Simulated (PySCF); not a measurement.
OSi, neutral, multiplicity 1.

```xyz
2

Si     0.0000     0.0000    -0.5503
O      0.0000     0.0000     0.9630
```

Geometry: B3LYP-D3(BJ)/def2-TZVPD.

Method: HF/pcSseg-2 (PySCF). Non-relativistic, no solvent.

**Question.** Give the absolute GIAO shielding of each atom: isotropic value and principal components (ppm). (An estimate is asked for; the answer gives what the named calculation found.)

**Answer.** 
| atom | σ(iso) | σ11 | σ22 | σ33 | span |
|---|---|---|---|---|---|
| Si1 | 258.8 | -49.8 | -49.8 | 876.0 | 925.8 |
| O2 | -193.6 | -497.2 | -497.2 | 413.7 | 910.9 |
